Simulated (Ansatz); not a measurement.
Species, as SMILES: [O]F (O-F), doublet.
Atoms: O1, F2. Bonds: O1-F2.

Basis-set convergence of the highest harmonic wavenumber at PBE with Ansatz (a program for electronic structure). Each level at its own minimum, finite differences of forces, unscaled; the reference is a large set that could be run, not a limit. All functions are spherical. Open shells are unrestricted. No added dispersion term, no relativity. Reference: the value in aug-pcseg-3, 1087 cm⁻¹, itself unsure by roughly 1 cm⁻¹ (its mean distance from aug-cc-pVQZ, def2-QZVPPD, pcseg-3). Deviations are taken from unrounded values.

```tsv
basis	functions	highest harmonic wavenumber (cm⁻¹)
cc-pVDZ	28	1069
aug-cc-pVDZ	46	1076
def2-SVP	28	1097
def2-SVPD	46	1079
pcseg-1	28	1048
aug-pcseg-1	46	1060
6-311G**	36	1070
6-311+G**	44	1058
cc-pVTZ	60	1093
aug-cc-pVTZ	92	1088
pcseg-2	60	1086
aug-pcseg-2	92	1085
def2-TZVPP	62	1089
def2-TZVPPD	80	1086
cc-pVQZ	110	1088
aug-cc-pVQZ	160	1087
def2-QZVPP	114	1085
def2-QZVPPD	132	1085
pcseg-3	120	1086
aug-pcseg-3	170	1087
```

What the diffuse functions change, pair by pair:
- cc-pVDZ to aug-cc-pVDZ: 18 more functions, deviation -18 to -11 cm⁻¹
- def2-SVP to def2-SVPD: 18 more functions, deviation 10 to -8 cm⁻¹
- pcseg-1 to aug-pcseg-1: 18 more functions, deviation -39 to -27 cm⁻¹
- 6-311G** to 6-311+G**: 8 more functions, deviation -17 to -29 cm⁻¹
- cc-pVTZ to aug-cc-pVTZ: 32 more functions, deviation 5 to 1 cm⁻¹
- pcseg-2 to aug-pcseg-2: 32 more functions, deviation -2 to -2 cm⁻¹
- def2-TZVPP to def2-TZVPPD: 18 more functions, deviation 1 to -1 cm⁻¹
- cc-pVQZ to aug-cc-pVQZ: 50 more functions, deviation 1 to 0 cm⁻¹
- def2-QZVPP to def2-QZVPPD: 18 more functions, deviation -3 to -2 cm⁻¹
- pcseg-3 to aug-pcseg-3: 50 more functions, deviation -1 to 0 cm⁻¹

Leaving out the reference's own pair, they bring the value nearer the reference by more than 1 cm⁻¹ in 4 of 9 pairs.
